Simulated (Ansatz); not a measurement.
```yaml
crystal:
  periodic: [false, false, false]
  atoms:
    - {symbol: Y, position_ang: [0.000000, 0.000000, 0.000000]}
    - {symbol: S, position_ang: [0.000000, 0.000000, 2.500000]}
basis:
  gaussian: {orbitals: def2-TZVP}
total_charge: 1
hamiltonian: {xc: pbe0}
relax: {f_tol: 0.004, max_steps: 80}
```

```sh
$ ansatz run in.yaml --threads 1 --pin off --events-out ev --progress --plain --max-ram 2176MiB
```

Steps of the relaxation (energy above the last step; positions in Å, forces in eV/Å):

```
2
step 1, 771.4 meV
Y     0.000    0.000    0.000    0.000    0.000    4.440
S     0.000    0.000    2.500    0.000    0.000   -4.440
```

```
2
step 2, 155.4 meV
Y     0.000    0.000    0.195    0.000    0.000   -3.257
S     0.000    0.000    2.305    0.000    0.000    3.257
```

```
2
step 3, 1.4 meV
Y     0.000    0.000    0.139    0.000    0.000    0.265
S     0.000    0.000    2.361    0.000    0.000   -0.265
```

```
2
step 4, 0.0 meV
Y     0.000    0.000    0.144    0.000    0.000    0.029
S     0.000    0.000    2.356    0.000    0.000   -0.029
```

```
2
step 5, 0.0 meV
Y     0.000    0.000    0.144    0.000    0.000   -0.013
S     0.000    0.000    2.356    0.000    0.000    0.013
```

```
2
step 6, 0.0 meV
Y     0.000    0.000    0.144    0.000    0.000    0.000
S     0.000    0.000    2.356    0.000    0.000    0.000
```

Close pairs at the end: Y1–S2 2.212 Å.

A stationary point of restricted PBE0 after 6 steps (its stability towards spin polarisation wasn't tested). 7.5 s on 1 thread of Intel Xeon 6975P-C, shared host.
